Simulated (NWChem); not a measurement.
**C2H2S (ethynethiol) at wB97X/def2-TZVP**

What is the vertical ionisation energy of C2H2S (ethynethiol) at wB97X/def2-TZVP? 

The calculation is run with NWChem 7.3.0.

## (1) The system as given

C2H2S: 5 atoms, total charge 0, spin state singlet. SMILES: `C#CS`. Geometry: relaxed at PBE0-D4/def2-TZVP.

Bond lengths: C1–C2 1.204 Å, C2–S3 1.679 Å, C1–H4 1.064 Å, S3–H5 1.346 Å. Angles: C1–C2–S3 175.2°, C2–C1–H4 179.3°, C2–S3–H5 96.7°.

## (2) The energy at wB97X/def2-TZVP

The input, mol.nw:

```
start mol
memory total 2200 mb
geometry units bohr noautosym nocenter noautoz
C     -2.26162423    -0.64628633     0.00359048
C      0.00132281    -0.42273173     0.04932185
S      3.17266119    -0.37340988     0.15760316
H     -4.26473392    -0.81900730    -0.04119603
H      3.44667148     2.12235141    -0.24755412
end
basis spherical bse
* library def2-TZVP
end
dft
xc wb97x
grid fine
convergence energy 1e-08
maxiter 100
mulliken
print low
end
task dft energy
```

The run is started by

```sh
$ nwchem mol.nw > mol.out
```

The program printed:

```text
Northwest Computational Chemistry Package (NWChem) 7.3.0
             --------------------------------------------------------

           Job information
           ---------------

    nwchem branch   = 7.3.0
    use scalapack   = T
    input           = mol.nw
    prefix          = mol.
    data base       = ./mol.db
    status          = startup
    nproc           =        1

           Memory information
           ------------------

    heap     =     72089600 doubles =      550.0 Mbytes
    stack    =     72089597 doubles =      550.0 Mbytes
    global   =    144179200 doubles =     1100.0 Mbytes (distinct from heap & stack)
    total    =    288358397 doubles =     2200.0 Mbytes
    verify   = yes
    hardfail = no

           Directory information
           ---------------------

  0 permanent = .
  0 scratch   = .

                                NWChem Input Module
                                -------------------

                             Geometry "geometry" -> ""
                             -------------------------

 Output coordinates in a.u. (scale by  1.000000000 to convert to a.u.)

  No.       Tag          Charge          X              Y              Z
 ---- ---------------- ---------- -------------- -------------- --------------
    1 C                    6.0000    -2.26162423    -0.64628633     0.00359048
    2 C                    6.0000     0.00132281    -0.42273173     0.04932185
    3 S                   16.0000     3.17266119    -0.37340988     0.15760316
    4 H                    1.0000    -4.26473392    -0.81900730    -0.04119603
    5 H                    1.0000     3.44667148     2.12235141    -0.24755412

      Atomic Mass
      -----------

      C                 12.000000
      S                 31.972070
      H                  1.007825

 Effective nuclear repulsion energy (a.u.)      78.9993815910

            Nuclear Dipole moment (a.u.)
            ----------------------------
        X                 Y               Z
 ---------------- ---------------- ----------------
    36.3827080800   -11.0853223300     2.5503743900

            XYZ format geometry
            -------------------
     5
 geometry
 C                    -1.19680009    -0.34200002     0.00190000
 C                     0.00070000    -0.22370001     0.02610000
 S                     1.67890012    -0.19760001     0.08340001
 H                    -2.25680016    -0.43340003    -0.02180000
 H                     1.82390013     1.12310008    -0.13100001

 ==============================================================================
                                internuclear distances
 ------------------------------------------------------------------------------
       center one      |      center two      | atomic units |       a.u.
 ------------------------------------------------------------------------------
    2 C                |   1 C                |     2.27442  |     2.27442
    3 S                |   2 C                |     3.17357  |     3.17357
    4 H                |   1 C                |     2.01104  |     2.01104
    5 H                |   3 S                |     2.54324  |     2.54324
 ------------------------------------------------------------------------------
                         number of included internuclear distances:          4
 ==============================================================================

 ==============================================================================
                                 internuclear angles
 ------------------------------------------------------------------------------
        center 1       |       center 2       |       center 3       |  degrees
 ------------------------------------------------------------------------------
    2 C                |   1 C                |   4 H                |   179.28
    1 C                |   2 C                |   3 S                |   175.18
    2 C                |   3 S                |   5 H                |    96.75
 ------------------------------------------------------------------------------
                            number of included internuclear angles:          3
 ==============================================================================

 Summary of "ao basis" -> "" (spherical)
 ------------------------------------------------------------------------------
       Tag                 Description            Shells   Functions and Types
 ---------------- ------------------------------  ------  ---------------------
 *                         def2-TZVP                  on all atoms

                                 NWChem DFT Module
                                 -----------------

                      Basis "ao basis" -> "ao basis" (spherical)
                      -----
  [basis functions not shown]

 Summary of "ao basis" -> "ao basis" (spherical)
 ------------------------------------------------------------------------------
       Tag                 Description            Shells   Functions and Types
 ---------------- ------------------------------  ------  ---------------------
 C                         def2-TZVP                11       31   5s3p2d1f
 S                         def2-TZVP                13       37   5s5p2d1f
 H                         def2-TZVP                 4        6   3s1p

  int_init: cando_txs set to always be  F
  Caching 1-el integrals
   Time after variat. SCF:      1.7

     ---------------------------------------------
      Total Density - Mulliken Population Analysis
     ---------------------------------------------

    Atom       Charge   Shell Charges
 -----------   ------   -------------------------------------------------------
    1 C    6     6.36   0.86  1.12  0.60  0.45  0.14  1.27  1.45  0.45  0.01  0.00  0.01
    2 C    6     6.07   0.86  1.12  0.57  0.59  0.12  1.15  1.26  0.29  0.02  0.09  0.01
    3 S   16    16.08   2.01  0.49  1.48  1.05  0.77  4.18  1.69  0.88  2.28  1.15  0.03  0.06  0.01
    4 H    1     0.75   0.22  0.41  0.09  0.02
    5 H    1     0.75   0.19  0.40  0.13  0.02
   Time prior to 1st pass:      1.7

           Memory utilization after 1st SCF pass:
           Heap Space remaining (MW):       37.22            37218792
          Stack Space remaining (MW):       72.09            72088860

   convergence    iter        energy       DeltaE   RMS-Dens  Diis-err    time
 ---------------- ----- ----------------- --------- --------- ---------  ------
 d= 0,ls=0.0,diis     1   -475.4899360886 -5.54D+02  6.89D-03  6.60D-01    20.8
 d= 0,ls=0.0,diis     2   -475.5242052634 -3.43D-02  2.58D-03  1.05D-01    39.8
 d= 0,ls=0.0,diis     3   -475.5291171598 -4.91D-03  1.04D-03  6.82D-02    59.7
 d= 0,ls=0.0,diis     4   -475.5369323071 -7.82D-03  3.92D-04  1.27D-03    81.9
 d= 0,ls=0.0,diis     5   -475.5370793362 -1.47D-04  2.10D-04  7.40D-05   104.2
  Resetting Diis
 d= 0,ls=0.0,diis     6   -475.5370932515 -1.39D-05  7.93D-05  6.59D-06   126.4
 d= 0,ls=0.0,diis     7   -475.5370948535 -1.60D-06  1.91D-05  4.22D-07   147.3
 d= 0,ls=0.0,diis     8   -475.5370950084 -1.55D-07  5.56D-06  1.44D-07   167.3
 d= 0,ls=0.0,diis     9   -475.5370950470 -3.87D-08  6.13D-06  3.83D-08   181.9
 d= 0,ls=0.0,diis    10   -475.5370950668 -1.98D-08  1.24D-06  1.25D-08   201.1
 d= 0,ls=0.0,diis    11   -475.5370950697 -2.91D-09  4.49D-07  1.05D-09   220.3

         Total DFT energy =     -475.537095069708
      One electron energy =     -809.815521901345
           Coulomb energy =      292.481389579604
    Exchange-Corr. energy =      -37.202344338945
 Nuclear repulsion energy =       78.999381590978

 Numeric. integr. density =       30.000000078794

     Total iterative time =    218.6s

     ---------------------------------------------
      Total Density - Mulliken Population Analysis
     ---------------------------------------------

    Atom       Charge   Shell Charges
 -----------   ------   -------------------------------------------------------
    1 C    6     6.13   0.86  1.11  0.55  0.45  0.14  1.30  1.23  0.48  0.01 -0.01  0.01
    2 C    6     6.18   0.86  1.11  0.53  0.76  0.07  1.29  1.14  0.33  0.02  0.07  0.01
    3 S   16    16.06   2.01  0.47  1.48  1.08  0.73  4.19  1.66  0.96  2.30  1.02  0.05  0.09  0.01
    4 H    1     0.79   0.26  0.45  0.05  0.02
    5 H    1     0.84   0.24  0.47  0.11  0.02

     -------------------------------------------
      Total Density - Lowdin Population Analysis
     -------------------------------------------

    Atom       Charge   Shell Charges
 -----------   ------   -------------------------------------------------------
    1 C    6     6.13   0.91  1.03  0.37  0.38  0.21  1.11  1.30  0.63  0.01  0.13  0.04
    2 C    6     6.45   0.91  1.03  0.37  0.38  0.21  1.12  1.32  0.69  0.02  0.37  0.05
    3 S   16    15.61   1.99  0.84  1.12  0.77  0.59  3.92  1.88  1.06  2.00  1.19  0.04  0.19  0.03
    4 H    1     0.87   0.25  0.39  0.17  0.07
    5 H    1     0.94   0.24  0.42  0.20  0.07

 Task  times  cpu:      220.3s     wall:      220.3s
 Total times  cpu:      220.3s     wall:      220.3s
```

It took 3.7 min on 1 thread of Intel Xeon Platinum 8259CL at 2.50GHz (Skylake/Cascade Lake), shared host; peak memory 0.12 GiB.

(Part 1 of 2 ends here.)
